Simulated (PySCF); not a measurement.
benzene (C6H6), SMILES c1ccccc1. Coordinates come from a TPSSh-D3(BJ)/def2-SVP optimisation.

All values below come from TPSSh-D3(BJ)/def2-SVP run with PySCF.

Harmonic wavenumbers (cm⁻¹): 411, 411, 610, 610, 691, 727, 868, 868, 998, 998, 1009, 1018, 1030, 1061, 1061, 1165, 1189, 1189, 1369, 1380, 1512, 1513, 1653, 1653, 3168, 3178, 3178, 3193, 3193, 3203. Rotational constants (GHz): 5.657, 5.657, 2.828; symmetry number 12.

Problem. Work out the zero-point energy and the ideal-gas rigid-rotor harmonic-oscillator thermochemistry at 298.15 K and 1 atm.

Solution. ZPE = ½ Σ hcν = ½ × 44109 cm⁻¹ = 263.83 kJ/mol. H − E(el) = 277.86 kJ/mol. Entropy in J/(mol K): translation 163.10, rotation 86.77, vibration 18.50, total 268.37. G − E(el) = 197.85 kJ/mol. Cp = 80.12 J/(mol K).
